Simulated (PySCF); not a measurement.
Species: C5H3F.
Structure used (PBE0-D3(BJ)/def2-SVP), in Å, numbered top down from 1:
```xyz
9
C5H3F angstrom
C      2.5287   -0.4009   -0.0645
C      1.3319   -0.2114   -0.1389
C     -0.0499   -0.0095   -0.1896
C     -1.1541    0.2562   -0.8552
C     -1.3066    0.0743    0.5865
F     -1.5201    1.1674    1.3812
H      3.5894   -0.5611    0.0011
H     -1.6278    0.4945   -1.8051
H     -1.7811   -0.8046    1.0452
```

NICS is the negative of the GIAO shielding at a point without a nucleus: at the ring centre (0) and 1 Å above and below it (1); zz is the component along the ring normal. Level: GIAO B3LYP/pcSseg-2 (PySCF, non-relativistic, gas phase) on the PBE0-D3(BJ)/def2-SVP geometry, one conformer.

Ring bond lengths (Å): C3–C4 1.316, C4–C5 1.461, C5–C3 1.479.

Task: Give the NICS values of each ring in ppm.

Result: 
```json
{"ring": "C3–C4–C5", "type": "3-membered carbocycle; formal bonds 1 double, 2 single", "NICS(0)": "-30.5", "NICS(1), two faces": "-7.5 / -11.0", "NICS(1)zz, two faces": "-12.9 / -22.4", "rms pucker (Å)": "0.00", "centre to ring atoms, mean (Å)": "0.82"}
```

Task: What do they say, and how far can they be read as aromaticity?

Result: 
- C3–C4–C5: mean NICS(1)zz -17.6 ppm, shielded. C5 has four or more neighbours; no verdict on aromaticity is drawn. The two faces differ by 9.5 ppm, so no symmetry operation interchanges them. NICS(0) lies 21 ppm below the mean NICS(1).

Task: At the second NICS(1) probe listed for ring C3–C4–C5, 1 Å off the ring, what do the in-plane components average?

Result: The isotropic value is a third of the trace: (3 × -11.0 − (-22.4))/2 = -5.3 ppm.

Task: List the ring angles.

Result: 
- C3–C4–C5: C3 62.7°, C4 64.1°, C5 53.2°; sum 180.0° against 180° for a flat convex ring.

Task: What are the shieldings of the ring atoms and their hydrogens in the same run (means over atoms taken as equivalent)?

Result: 
```tsv
atoms	environment	σ isotropic (ppm)
C3	fully substituted alkene carbon	48.5
C4	alkene CH carbon	47.4
C5	sp3 C–F carbon	109.6
H8	vinylic hydrogen	23.86
H9	methine hydrogen	26.42
```

Task: How do the values depend on the level or the medium?

Result: 
```tsv
level	NICS(0), C3–C4–C5	mean NICS(1)zz, C3–C4–C5
B3LYP/pcSseg-2, gas	-30.5	-17.6
PBE0/pcSseg-1, gas	-30.2	-17.3
```

The geometry is the same throughout.

Hardware: Arm Neoverse V1, one thread (shared host). Cost: 24 s wall. This is the whole shielding run at B3LYP/pcSseg-2, SCF included.
